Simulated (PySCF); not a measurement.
PySCF input for H3P, SMILES P, PBE/pcJ-2. Geometry optimised at PBE0-D3(BJ)/def2-TZVPD.

```python
import numpy as np
from pyscf import gto, scf, dft
from pyscf.prop.ssc import rks as ssc

mol = gto.M(
    atom='''
    P    -0.00000000    0.00000000    0.12902088
    H    -1.03075911   -0.59510905   -0.64510439
    H     0.00000004    1.19021808   -0.64510441
    H     1.03075911   -0.59510909   -0.64510435
    ''',
    basis='pcJ-2',
    charge=0,
    spin=0,
    max_memory=1600,
    verbose=3,
)
mf = dft.RKS(mol, xc='pbe')
mf.grids.level = 3
mf.conv_tol = 1e-10
mf.max_cycle = 100
mf.kernel()
j = ssc.SSC(mf)
j.with_fcsd = True
j.max_cycle_cphf = 80
j.conv_tol = 1e-7
e11 = j.kernel()
```

Program output:

```
converged SCF energy = -342.214248615985
Reduced spin-spin coupling constant K (Hz)
               #0        #1        #2        #3
        0 P    0.00000
        1 H   10.33329   0.00000
        2 H   10.33302  -0.41282   0.00000
        3 H   10.33327  -0.41283  -0.41282   0.00000
Spin-spin coupling constant J (Hz)
               #0        #1        #2        #3
        0 P    0.00000
        1 H  130.62872   0.00000
        2 H  130.62529 -12.88005   0.00000
        3 H  130.62855 -12.88027 -12.87986   0.00000
```

The calculation finished and met its thresholds.

Cost: roughly 29 core-seconds.
